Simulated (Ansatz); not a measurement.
Width of the whole s-p valence band (eV) of solids drawn from the class of tetrahedrally bonded semiconductors and semimetals, at two levels: r²SCAN in Ansatz (plane waves, PAW), and HSE06 (PAW; Ansatz, a first-principles code).

| solid | r²SCAN | HSE06 |
|---|---|---|
| 2H-SiC | 16.36 | 17.17 |
| zinc-blende InSb | 11.12 | ? |
| zinc-blende InAs | 12.26 | 12.99 |
| zinc-blende BAs | 16.16 | 16.96 |
| zinc-blende GaAs | 13.21 | 13.96 |
| zinc-blende InP | 11.97 | 12.71 |
| zinc-blende GaSb | 12.00 | 12.70 |

### Question
Estimate the withheld HSE06 value from the other rows.

### Answer
One way: carry over the typical difference. The differences HSE06 − r²SCAN of the other rows, in order: 0.70, 0.73, 0.74, 0.75, 0.80, 0.81; median 0.745. Zinc-blende InSb: 11.12 + (0.745) = 11.86 eV; the run gives 11.79 eV. The differences spread from 0.70 to 0.81, so such an estimate is rough. Zinc-blende InSb lies outside that spread.

Over all 7 rows HSE06 is the larger in 7.

Spin–orbit coupling is left out, also for the solids with elements from indium on (zinc-blende InSb, zinc-blende InAs, zinc-blende InP, zinc-blende GaSb); its size isn't shown.

Cells: r²SCAN at the measured cell; HSE06 at the measured cell. Ansatz's density-functional and Hartree–Fock values are scalar-relativistic unless marked +SOC, with PAW data made under PBE.
